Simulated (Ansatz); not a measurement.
# C3H7N: the cost of one run

Method: unrestricted cation, the program's frozen cores in correlated methods; program: Ansatz 0.2.0, Gaussian basis.

Levels to be run: UKS PBE-D4/def2-TZVPP; UKS r2SCAN-D4/def2-TZVPP; UKS PBE0-D4/def2-TZVPP; UKS B3LYP-D4/def2-TZVPP; UKS wB97X-V/def2-TZVPP; UKS wB97M-V/def2-TZVPP; UKS B2PLYP/def2-TZVPP; UHF-CCSD(T)/def2-TZVPP; UHF-MP2/def2-QZVPP; extrapolation to the limit; then −ε(HOMO) from the neutral's earlier runs with LDA (SPW92), PBE-D4, revPBE-D4, BLYP-D4, r2SCAN-D4, B97M-V, PBE0-D4, B3LYP-D4, r2SCANh-D4, r2SCAN0-D4, HSE06-D4, BHLYP-D4, CAM-B3LYP-D4, LC-ωPBE, ωB97X-V, ωB97M-V.

**1. The relaxed structure**

An earlier PBE0-D4 in a triple-zeta def2 set relaxation fixed the geometry.

SMILES `C1CNC1`, 11 atoms, charge 0, spin multiplicity 1.

Atoms are counted from 1 here; the program's logs count them from 0.

Bond lengths: C1–C2 1.537 Å, C1–C4 1.537 Å, C1–H5 1.090 Å, C1–H6 1.089 Å, C2–N3 1.472 Å, C2–H7 1.099 Å, C2–H8 1.093 Å, N3–C4 1.472 Å, N3–H9 1.012 Å, C4–H10 1.099 Å, C4–H11 1.093 Å. Angles: C2–C1–C4 85.6°, C2–C1–H5 112.1°, C2–C1–H6 117.8°, C4–C1–H5 112.1°, C4–C1–H6 117.8°, H5–C1–H6 109.6°, C1–C2–N3 88.6°, C1–C2–H7 111.6°, C1–C2–H8 118.0°, N3–C2–H7 114.1°, N3–C2–H8 114.8°, H7–C2–H8 108.8°, C2–N3–C4 90.4°, C2–N3–H9 115.9°, C4–N3–H9 115.9°, C1–C4–N3 88.6°, C1–C4–H10 111.6°, C1–C4–H11 118.0° and more.

**2. Cation, UKS PBE-D4/def2-TZVPP**

File in.yaml:

```yaml
crystal:
  periodic: [false, false, false]
  atoms:
    - {symbol: C, position_ang: [-0.691019, 0.464456, -0.499612]}
    - {symbol: C, position_ang: [-0.588682, -0.335994, 0.807952]}
    - {symbol: N, position_ang: [0.659008, -0.930963, 0.303113]}
    - {symbol: C, position_ang: [0.809266, 0.173058, -0.658208]}
    - {symbol: H, position_ang: [-1.290967, -0.050079, -1.250297]}
    - {symbol: H, position_ang: [-1.001516, 1.506057, -0.434019]}
    - {symbol: H, position_ang: [-0.451455, 0.323060, 1.676329]}
    - {symbol: H, position_ang: [-1.381415, -1.054202, 1.033165]}
    - {symbol: H, position_ang: [1.405162, -1.034458, 0.978620]}
    - {symbol: H, position_ang: [1.424447, 1.006155, -0.291105]}
    - {symbol: H, position_ang: [1.172570, -0.124189, -1.645439]}
basis:
  gaussian: {orbitals: def2-TZVPP}
total_charge: 1
magnetization: {spin_polarized: true, initial_magnetization: 1}
hamiltonian: {xc: pbe, dispersion: d4}
```

Command:

```
> ansatz run in.yaml --threads 4 --pin off --events-out ev --progress --plain --max-ram 10444MiB
```

**Question.** How long does this run take on 4 threads of Arm Neoverse V1, shared host, and how much memory does it need?

About 5.5 s, with a peak of 0.52 GiB.
